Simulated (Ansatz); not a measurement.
Input for Ansatz (development build ahead of 0.2.0):

```yaml
crystal:
  periodic: [false, false, false]
  atoms:
    - { symbol: O, position_ang: [-0.40234, -0.92069, 0.97161] }
    - { symbol: O, position_ang: [-0.04401, -2.91206, 2.17281] }
    - { symbol: O, position_ang: [1.38928, 0.60245, 0.888] }
basis:
  gaussian: { orbitals: STO-3G }
hamiltonian:
  xc: hf
correlation:
  method: fci
  frozen_orbitals: { O: 1 }
```

The input is written out in the form of the current development build from the run's settings.

Output:

- Converged: yes
- Reference energy: -220.99685 hartree
- Correlation energy: -0.41784 hartree
- Total energy: -221.41469 hartree
- State: lowest singlet root, of any spatial symmetry
